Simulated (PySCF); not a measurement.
# CF₄: how level, basis and relativity move the structure

Each row is its own optimisation.

Each entry is the lowest minimum that a search over a few typed start shapes (and spin states, where more than one is plausible) found, or that minimum re-optimised at the stated level; isomers with ligand–ligand bonds, or fragments after loss of a ligand pair, can lie lower. Open shells are unrestricted; no spin–orbit coupling; PySCF with density fitting.

```
                          level  2S+1  point group  mean bond to C (Å)  distinct angles (°)  lowest ω (cm⁻¹)  atomisation (kJ/mol)  highest ω (cm⁻¹)
 B3LYP/def2-SVP (no relativity)     ?            ?                   ?                    ?                ?                     ?                 ?
B3LYP/def2-TZVP (no relativity)     1           Td               1.326                  109              428                  1961              1250
  PBE/def2-TZVP (no relativity)     1           Td               1.337                  109              412                  2112              1199
 PBE0/def2-TZVP (no relativity)     1           Td               1.318                  109              436                  2004              1296
```

Task: Fill in the row of B3LYP/def2-SVP (no relativity).

Result: 2S+1: 1; point group: Td; mean bond to C (Å): 1.323; distinct angles (°): 109; lowest ω (cm⁻¹): 436; atomisation (kJ/mol): 2040; highest ω (cm⁻¹): 1305.

Across these levels the mean bond spreads over 0.019 Å and the highest wavenumber over 106 cm⁻¹; all give the same point group.

Levels that gave another bonding pattern or an unsound solution are left out.
